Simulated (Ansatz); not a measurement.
The input, for Ansatz 0.2.0:

```yaml
crystal:
  periodic: [false, false, false]
  atoms:
    - {symbol: Al, position_ang: [0.000000, 0.000000, -1.732100]}
    - {symbol: N, position_ang: [0.000000, 0.000000, -0.023700]}
    - {symbol: Ga, position_ang: [0.000000, 0.000000, 1.755800]}
basis:
  gaussian: {orbitals: STO-3G, fitting: {mean_field: def2-universal-jkfit}}
total_charge: 1
magnetization: {spin_polarized: false, initial_magnetization: 2}
correlation: {method: fic_nevpt4_sd, electrons: outside_noble_gas, active_space: {window: {electrons: 8, orbitals: 5}}}
accuracy: high
scf: {lower_state_search: off}
```

```sh
$ ansatz run in.yaml --threads 1 --pin off --events-out ev --progress --plain --max-ram 2393MiB
```

The program prints:

```
these checks for a lower state are left out or cut short: stability, starts, cluster_reference, orbital_swaps, neighbouring_geometries, increment
471 factors; integrals over basis functions are off by at most 1.6e-2 eV
mean field evaluation 1: about -59667.3862 eV, gradient 6.9e1 eV
mean field evaluation 2: about -59606.9190 eV, gradient 1.2e2 eV
mean field evaluation 4: about -59685.8990 eV, gradient 8.1e0 eV
mean field evaluation 8: about -59686.3782 eV, gradient 2.8e0 eV
mean field evaluation 16: about -59689.2722 eV, gradient 9.0e-2 eV
mean field -59689.27262415 eV, -2193.5403100955 hartree, gradient 6.7e-9 eV, S^2 2.000000; 0 other end points of the search recorded, 0 dependent functions left out
reference -59689.27262415 eV, -2193.5403100955 hartree; 26, 24 occupied and 6, 8 virtual orbitals, 471 factors
state -59690.52246863 eV, -2193.5862410329 hartree
state -59690.52246863 eV, -2193.5862410329 hartree; corrected -59694.47520361 eV, -2193.7315013640 hartree
WARN: 3 active orbitals are nearly empty or full. The corrections depend on them more than the energy does, and are more stable in an active space without them
Total energy: -59694.47520361 eV, -2193.7315013640 hartree
Checks for a lower state left out: stability, starts, cluster_reference, orbital_swaps, neighbouring_geometries, increment
```

Ran on 1 thread of Arm Neoverse V1, shared host: 10 s wall, 0.11 GiB peak host memory.
